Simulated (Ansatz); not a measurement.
Process, species as SMILES: [O]Cl (O-Cl) → Cl atom + O atom
B3LYP-D3(BJ)/def2-TZVP geometries, fixed; electronic energies without zero-point terms.

Basis-set convergence of the atomisation energy at HF with Ansatz (an electronic-structure program). Cartesian d functions, on some or all atoms, in 6-31+G*, 6-311+G**; all else is spherical. Open shells are unrestricted. No added dispersion term, no relativity. Functions are those of the species that has most. Reference: the value in pcseg-4, 6.50 kcal/mol, itself unsure by roughly 0.20 kcal/mol (its mean distance from aug-pcseg-3, aug-cc-pV(Q+d)Z, cc-pV(5+d)Z). Deviations are taken from unrounded values.

```json
[
 {"basis": "def2-SVP", "functions": "32"},
 {"basis": "6-31+G*", "functions": "42"},
 {"basis": "aug-pcseg-1", "functions": "50"},
 {"basis": "6-311+G**", "functions": "53"},
 {"basis": "6-311++G(2d,2p)", "functions": "62"},
 {"basis": "def2-TZVP", "functions": "68"},
 {"basis": "def2-TZVPP", "functions": "73"},
 {"basis": "6-311++G(3df,3pd)", "functions": "86"},
 {"basis": "aug-pcseg-2", "functions": "96"},
 {"basis": "def2-QZVPP", "functions": "127"},
 {"basis": "aug-pcseg-3", "functions": "174"}
]
```

Problem. Which is the smallest set listed that can be trusted to 2 kcal/mol here, that is, within that of the reference together with its larger relatives (same family, alike in diffuse functions; a set with none to test it counts only in the reference's own line)?

Solution. The smallest set listed that lies within 2 kcal/mol of the reference with all its larger relatives (same family, alike in diffuse functions; a set with none counts only in the reference's own line) is def2-TZVP (68 functions, -1.16 kcal/mol off). Inside, with no larger relative to test it: 6-311++G(3df,3pd). Value minus reference: def2-SVP -8.74, 6-31+G* -7.17, aug-pcseg-1 -7.12, 6-311+G** -8.90, 6-311++G(2d,2p) -5.16, def2-TZVP -1.16, def2-TZVPP -1.13, 6-311++G(3df,3pd) -0.51, aug-pcseg-2 -0.92, def2-QZVPP -0.46, aug-pcseg-3 0.09 kcal/mol.
